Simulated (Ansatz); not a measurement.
Total energies of Al2N from Ansatz at PBE-D4/def2-TZVP, gas phase (1 Eh = 27.2114 eV = 2625.5 kJ/mol). The reference geometry is relaxed at PBE0-D4/def2-TZVP.

Cartesian coordinates in Å:
```
Al 0.1031 -0.6876 -1.5667
Al -0.1024 0.6884 1.5664
N -0.0008 -0.0008 0.0003
```

```csv
state,geometry,energy (Eh)
charge 0 doublet,reference,-539.29814
charge 1 triplet,reference,-539.00024
charge 0 quartet,relaxed at PBE0-D4/def2-TZVP,-539.18547
free Al atom (doublet),–,-242.22759
free N atom (quartet),–,-54.53214
```

(1) Work out the vertical ionisation energy to the triplet.

(2) Which of the charge 0 states is lowest, and how far above it are the others?

(3) What is the binding energy per atom against free atoms?

(1) E(charge 1 triplet) − E(charge 0 doublet) = -539.00024 − (-539.29814) = 0.29790 Eh = 8.11 eV. For comparison, −ε of the highest occupied level of the spin that leaves is 5.67 eV at this level, 2.44 eV less.

(2) The doublet. quartet: -539.18547 − (-539.29814) = 0.11267 Eh = 295.8 kJ/mol.

(3) Atoms: 2 × (-242.22759) + 1 × (-54.53214) = -538.98732 Eh. Binding: -538.98732 − (-539.29814) = 0.31082 Eh = 8.46 eV, or 2.82 eV for each of 3 atoms (no zero-point energy, no counterpoise term).

The structure comes from a short search, and lower isomers may exist.
